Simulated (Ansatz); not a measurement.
# CH5NSi: ionisation energy by level of theory

The task here is to estimate one member of a computed series from the others.

Program: Ansatz 0.2.0, Gaussian basis. Level of theory: unrestricted cation, the program's frozen cores in correlated methods. These are calculated values, not measurements.

Levels to be run: UKS PBE-D4/def2-TZVPP; UKS r2SCAN-D4/def2-TZVPP; UKS PBE0-D4/def2-TZVPP; UKS B3LYP-D4/def2-TZVPP; UKS wB97X-V/def2-TZVPP; UKS wB97M-V/def2-TZVPP; UKS B2PLYP/def2-TZVPP; UHF-CCSD(T)/def2-TZVPP; UHF-MP2/def2-QZVPP; extrapolation to the limit; then −ε(HOMO) from the neutral's earlier runs with LDA (SPW92), PBE-D4, revPBE-D4, BLYP-D4, r2SCAN-D4, B97M-V, PBE0-D4, B3LYP-D4, r2SCANh-D4, r2SCAN0-D4, HSE06-D4, BHLYP-D4, CAM-B3LYP-D4, LC-ωPBE, ωB97X-V, ωB97M-V.

## The relaxed structure

The geometry comes from an earlier relaxation with PBE0-D4 in a triple-zeta def2 set; it is a stationary point, not always the lowest conformer.

SMILES `C1N[SiH2]1`, 8 atoms, charge 0, spin multiplicity 1.

Atoms are counted from 1 here; the program's logs count them from 0.

Bond lengths: C1–N2 1.494 Å, C1–Si3 1.829 Å, C1–H4 1.087 Å, C1–H5 1.090 Å, N2–Si3 1.724 Å, N2–H6 1.009 Å, Si3–H7 1.481 Å, Si3–H8 1.478 Å. Angles: N2–C1–Si3 61.5°, N2–C1–H4 114.1°, N2–C1–H5 117.2°, Si3–C1–H4 123.6°, Si3–C1–H5 117.4°, H4–C1–H5 113.0°, C1–N2–Si3 68.8°, C1–N2–H6 116.0°, Si3–N2–H6 124.6°, C1–Si3–N2 49.6°, C1–Si3–H7 117.8°, C1–Si3–H8 124.7°, N2–Si3–H7 120.5°, N2–Si3–H8 116.7°, H7–Si3–H8 113.1°.

The first run:

in.yaml reads:

```yaml
crystal:
  periodic: [false, false, false]
  atoms:
    - {symbol: C, position_ang: [-0.618133, 0.324524, -0.625261]}
    - {symbol: N, position_ang: [-0.313857, 0.577719, 0.815229]}
    - {symbol: Si, position_ang: [0.569076, -0.779196, 0.221784]}
    - {symbol: H, position_ang: [-1.653817, 0.058637, -0.819449]}
    - {symbol: H, position_ang: [-0.215815, 1.030645, -1.350992]}
    - {symbol: H, position_ang: [0.092544, 1.476125, 1.029444]}
    - {symbol: H, position_ang: [2.003297, -0.648989, -0.125075]}
    - {symbol: H, position_ang: [0.228904, -2.096663, 0.798418]}
basis:
  gaussian: {orbitals: def2-TZVPP}
total_charge: 1
magnetization: {spin_polarized: true, initial_magnetization: 1}
hamiltonian: {xc: pbe, dispersion: d4}
```

Run with:

```console
$ ansatz run in.yaml --threads 2 --pin off --events-out ev --progress --plain --max-ram 4352MiB
```

Among the steps run: Cation, UKS PBE-D4/def2-TZVPP; Cation, UKS r2SCAN-D4/def2-TZVPP; Cation, UKS PBE0-D4/def2-TZVPP; Cation, UKS B3LYP-D4/def2-TZVPP; Cation, UKS wB97X-V/def2-TZVPP; Cation, UKS wB97M-V/def2-TZVPP; Cation, UKS B2PLYP (frozen core)/def2-TZVPP; Cation, UHF-CCSD(T)/def2-TZVPP; Cation, UHF-MP2/def2-QZVPP.

One of the session's tables, all rows but one given; the rest of the session is left out.

It belongs to the step «Ionisation energies side by side». Orbital estimates, from the neutral's runs:

```
  functional  −ε(HOMO) (eV)
 LDA (SPW92)           5.65
      PBE-D4           5.52
   revPBE-D4           5.48
     BLYP-D4           5.38
   r2SCAN-D4           5.75
      B97M-V           5.84
     PBE0-D4           6.79
    B3LYP-D4           6.55
  r2SCANh-D4              ?
  r2SCAN0-D4           6.94
    HSE06-D4           6.38
    BHLYP-D4           7.93
CAM-B3LYP-D4           8.13
     LC-ωPBE           9.51
     ωB97X-V           9.14
     ωB97M-V           9.05
```

**Question.** Estimate the row for r2SCANh-D4.

Worked estimate for «−ε(HOMO) (eV)». Against the share of exact exchange, r2SCAN-D4 (0, 5.75), r2SCAN0-D4 (0.25, 6.94) give a slope of 4.76 per unit share; at 0.1 the line stands at 6.23.

**Answer.** −ε(HOMO) (eV): 6.23. In «−ε(HOMO) (eV)» the line misses by 0.00.

Caveats from the session: The cation may have settled in a state other than its lowest; no search over hole states beyond the program's own was made.
